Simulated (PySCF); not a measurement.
Molecule: SMILES C1CCC1, C4H8.

Structure with atom numbers: `[CH2:1]1[CH2:2][CH2:3][CH2:4]1` (H(Xn): hydrogen on atom n).

Geometry PBE0-D3(BJ)/def2-SVP throughout; GIAO in PySCF 2.14.0 with density-fitted response routines, gas phase, one conformer, non-relativistic; equivalent atoms averaged; basis pcSseg-2.

Question: How do the shifts δ (against TMS at the same level) depend on the functional? (ppm; last column core-seconds on shared hosts with different chips, so compare them loosely; the GGAs took longer than the global hybrids here, which isn't the general rule, and the cause wasn't traced)

Answer: 
```tsv
functional	kind	C1/C2/C3/C4	H(C1)/H(C2)/H(C3)/H(C4)	core-s
HF	Hartree–Fock	23.0	1.82	9.4
LDA	LDA	25.6	2.04	20
PBE	GGA	27.0	2.04	25
BLYP	GGA	28.2	2.06	25
BP86	GGA	26.9	2.02	25
OPBE	GGA	26.8	2.02	25
KT2	GGA	27.9	2.12	30
KT3	GGA	28.5	2.11	23
B97-D	GGA	27.9	2.04	25
B3LYP	global hybrid	26.7	1.99	18
PBE0	global hybrid	25.4	1.96	17
mPW1PW91	global hybrid	25.6	1.95	17
WP04	global hybrid	27.6	1.88	16
B97-2	global hybrid	25.6	1.99	15
BHandHLYP	global hybrid	24.7	1.96	15
CAM-B3LYP	range-separated hybrid	24.6	1.99	21
wB97X-D	range-separated hybrid	24.2	1.93	21
LC-wPBE	range-separated hybrid	22.2	1.87	30
```

Question: Which nucleus moves most, in ppm?

Answer: C1/C2/C3/C4 (sp3 CH2 in a ring): from 22.2 ppm with LC-wPBE to 28.5 ppm with KT3. The smallest spread is 0.30 ppm, at H(C1)/H(C2)/H(C3)/H(C4). Proton shifts span only some 12 ppm, so a few tenths of a ppm matter as much there as several ppm in carbon.
